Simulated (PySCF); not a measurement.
**Heteronuclear NMR**

Geometry:
```json
{"atom": "B1", "x (Å)": "0.621", "y (Å)": "0.303", "z (Å)": "0.138"}
{"atom": "Cl2", "x (Å)": "2.308", "y (Å)": "0.332", "z (Å)": "-0.260"}
{"atom": "H3", "x (Å)": "-0.033", "y (Å)": "1.258", "z (Å)": "-0.137"}
{"atom": "H4", "x (Å)": "0.188", "y (Å)": "-0.669", "z (Å)": "0.670"}
```

[PySCF 2.14: PBE0-D3(BJ)/def2-TZVP structure; NMR shieldings at PBE0/pcSseg-2/GIAO; non-relativistic; gas phase; equivalent nuclei averaged; one computed conformer]

Task: What are the ¹¹B shifts?

Result: 
```json
{"atoms": "B1", "environment": "boron bonded to Cl, 2 H", "σ (ppm)": "21.0", "δ (ppm)": "74.1"}
```

Shieldings were converted by a linear fit to measured shifts: ¹¹B: δ = 93.91 − 0.941σ (rms 2.2 ppm, 15 shifts, 9.5 ppm with the 3 outliers that the fit left out vs BF3·OEt2, solution or neat liquid). Occasional misses reach two or three times the rms, and more in compound classes unlike the fitted ones.

On a 600 MHz spectrometer ¹¹B resonates near 192.5 MHz, so 1 ppm is 192.5 Hz.
